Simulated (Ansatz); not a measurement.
Born–Oppenheimer molecular dynamics of BH4 (5 atoms, charge 0, multiplicity 2). It starts at the highest image of a converged band. Of that band: A vibrational analysis at the climbing image gives 2 clearly imaginary modes (883i, 806i cm⁻¹): a point of higher order, so a lower path passes nearby.

All numbers below come from UKS PBE0-D4/def2-SVP in Ansatz 0.2.0.

```
ensemble                      : NVE (velocity Verlet)
time step                     : 0.5 fs
steps asked                   : 200
starting velocities drawn for : 100 K
seed                          : 11116
```

First frame:

```xyz
5
Properties=species:S:1:pos:R:3
B 0.000 0.000 -0.066
H 0.000 0.000 1.519
H 1.075 0.000 -0.613
H -1.075 0.000 -0.613
H 0.000 0.000 2.422
```

(1) How far do the bonds stretch over the last three quarters of this one trajectory? (Pairs bonded in most of those frames.)

Answers

(1) 
```json
{"bond": "B1–H2", "mean (Å)": "1.219", "spread (Å)": "0.065", "shortest": "1.10", "longest": "1.34"}
{"bond": "B1–H3", "mean (Å)": "1.208", "spread (Å)": "0.032", "shortest": "1.14", "longest": "1.28"}
{"bond": "B1–H4", "mean (Å)": "1.209", "spread (Å)": "0.039", "shortest": "1.14", "longest": "1.28"}
```

Mean temperature of the second half: 892 K. The conserved energy stayed within 0.28 meV per atom of its start (net change -0.081 meV per atom), so the integration is sound. The system heated up, since it started high on the potential surface and ran downhill. A run of 0.1 ps of so small a system gives no equilibrium averages.

The run took 110 s on 1 thread of Arm Neoverse V1 (shared host), peak memory 0.082 GiB.
